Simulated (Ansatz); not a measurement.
**How far each method lies from full CI for BH₂, doublet**

Geometry: that of the BH2⁻, singlet, kept fixed.

```csv
atom,x (Å),y (Å),z (Å)
B,0.0000,-0.1234,0.0000
H,0.0000,0.6616,-0.9691
H,0.0000,0.6616,0.9691
```

Basis aug-cc-pVDZ; Ansatz 0.2.0. Only valence electrons are correlated (noble-gas cores frozen), which leaves 5 electrons in 40 orbitals. Prefix R: restricted or restricted open-shell reference; prefix U: unrestricted. Active spaces: valence = (5e, 6o) chosen from the atoms' valence shells.

Full CI is exact within this basis and frozen core; it isn't the basis-set limit. The frozen core follows each run's orbitals, which can shift R against U totals by a few meV.

For open shells CISD and CISDTQ are restricted-active-space CI with the open shells as a complete middle space.

- UHF ⟨S²⟩: 0.753
- T1 diagnostic (RCCSD): 0.0154
- largest doubles amplitude (RCCSD): 0.031
- T1 diagnostic (UCCSD): 0.0106

```tsv
level	E − E(full CI) (kcal/mol)	share of correlation (%)	wall time
RHF	58.68	0.00	–
UHF	57.95	1.23	–
RMP2	14.32	75.60	–
UMP2	14.23	75.76	–
CISD	2.44	95.83	0.96 s
RCCSD	1.29	97.80	–
UCCSD	1.28	97.82	–
RCCSD(T)	0.32	99.45	1.6 s
UCCSD(T)	0.32	99.46	1.5 s
BCCD(T)	0.32	99.45	1.6 s
RCCSDT	0.02	99.97	–
UCCSDT	0.01	99.98	–
CISDTQ	0.02	99.97	11 s (H100)
RCCSDT(Q)	0.00	99.99	11 s
UCCSDT(Q)	0.00	100.00	10 s
RCCSDTQ	0.00	100.00	6.5 s (H100)
UCCSDTQ	0.00	100.00	8 s (H100)
CASSCF (valence space)	35.34	39.77	–
NEVPT2 (valence space)	10.27	82.49	0.62 s
MRCISD (valence space)	1.10	98.13	–
MRCISD+Q (valence space)	0.04	99.93	1 s
```

The correlation energy at full CI, counted from RHF, is -2.544 eV. That run took 3.9 s on 2 threads of AMD EPYC 7R13 with a shared H100 80 GB, shared host over 1,948,494 determinants.

Times hold each run's SCF and search for its determinant on a shared host, so for small cases they say little of a method's own cost; rows without a card ran on 1 thread of AMD EPYC 7R13.

The full-CI state has the irrep A1 of C2v, in the program's axes.

Natural occupations of full CI about the gap: 1.954 1.948 0.989 0.025 0.019 0.018 0.009 0.009 0.007 0.005; effectively unpaired electrons, Σ n²(2−n)², 1.02.
